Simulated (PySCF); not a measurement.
C3H6O, SMILES C/C=C\O, B3LYP/def2-SVP optimised geometry.

```
10

C      1.48    -1.02     0.00
C     -0.02    -1.02     0.00
C     -0.79     0.08     0.00
O     -0.28     1.34     0.00
H      1.88    -1.54    -0.88
H      1.88     0.01     0.00
H      1.88    -1.54     0.89
H     -0.54    -1.98     0.00
H     -1.88     0.00     0.00
H     -1.00     1.98     0.00
```

Density from B3LYP/def2-TZVP in PySCF at that geometry.

Minimum of the electron density along straight lines between bonded atoms, close to the bond critical point (lines longer than 1.1 times the sum of covalent radii, or with two minima, are not listed):

| bond | length / Å | ρ at the minimum / e bohr⁻³ | ∇²ρ there / e bohr⁻⁵ | position (fraction from the first atom) |
|---|---|---|---|---|
| C1–C2 | 1.500 | 0.257 | … | 0.49 |
| C2–C3 | 1.339 | 0.351 | -1.07 | 0.48 |
| C3–O4 | 1.366 | 0.288 | … | 0.34 |
| C1–H5 | 1.105 | 0.270 | -0.90 | 0.64 |
| C1–H6 | 1.099 | 0.276 | -0.94 | 0.64 |
| C1–H7 | 1.105 | 0.270 | -0.90 | 0.64 |
| C2–H8 | 1.094 | 0.278 | -0.95 | 0.64 |
| C3–H9 | 1.097 | 0.282 | -1.00 | 0.65 |
| O4–H10 | 0.963 | 0.362 | … | 0.80 |

**Question.** Some entries are withheld; supply them.

**Answer.** 
- C1–C2, ∇²ρ there / e bohr⁻⁵: -0.67
- C3–O4, ∇²ρ there / e bohr⁻⁵: -0.56
- O4–H10, ∇²ρ there / e bohr⁻⁵: -2.45
